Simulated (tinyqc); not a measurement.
Extended Hueckel theory, for H3O+, step by step. The parameters take no account of the charge, which enters only through the electron count. One step of it, computed by the program tinyqc.

Task: Mulliken analysis. P = C n C^T; charge = valence electrons (O 6, H 1) minus the sum of (P S)_ii on the atom; overlap population = 2 sum P_ij S_ij between two atoms.

coefficients, order 1O 2s, 1O 2px, 1O 2py, 1O 2pz, 2H 1s, 3H 1s, 4H 1s:
```
[[0.885573, 0.000000, -0.000014, 0.100823, 0.000000, 0.000099, 0.977968],
 [-0.000007, 0.000000, 0.735269, 0.000027, 0.000000, -0.867804, 0.000193],
 [0.000000, 0.735244, 0.000000, 0.000000, 0.867815, 0.000000, 0.000000],
 [0.024378, 0.000000, -0.000025, 0.968635, 0.000000, -0.000037, -0.396148],
 [0.081167, 0.000000, 0.378760, -0.057888, 0.000000, 0.972842, -0.651584],
 [0.081152, 0.328035, -0.189393, -0.057900, -0.842540, -0.486578, -0.651270],
 [0.081152, -0.328035, -0.189393, -0.057900, 0.842540, -0.486578, -0.651270]]
```

occupations: [2.000000, 2.000000, 2.000000, 2.000000, 0.000000, 0.000000, 0.000000]

overlap S, order 1O 2s, 1O 2px, 1O 2py, 1O 2pz, 2H 1s, 3H 1s, 4H 1s:
```
[[1.000000, 0.000000, 0.000000, 0.000000, 0.438357, 0.438300, 0.438300],
 [0.000000, 1.000000, 0.000000, 0.000000, 0.346066, -0.173002, -0.173002],
 [0.000000, 0.000000, 1.000000, 0.000000, 0.000000, 0.299691, -0.299691],
 [0.000000, 0.000000, 0.000000, 1.000000, -0.156572, -0.156544, -0.156544],
 [0.438357, 0.346066, 0.000000, -0.156572, 1.000000, 0.208790, 0.208790],
 [0.438300, -0.173002, 0.299691, -0.156544, 0.208790, 1.000000, 0.208735],
 [0.438300, -0.173002, -0.299691, -0.156544, 0.208790, 0.208735, 1.000000]]
```

Give: charges; Overlap populations.

Result:

charges: [-0.4316, 0.4772, 0.4772, 0.4772]

Overlap populations:
```
pair      value
2-1    0.535178
3-1    0.535134
3-2   -0.051609
4-1    0.535134
4-2   -0.051609
4-3   -0.051599
```
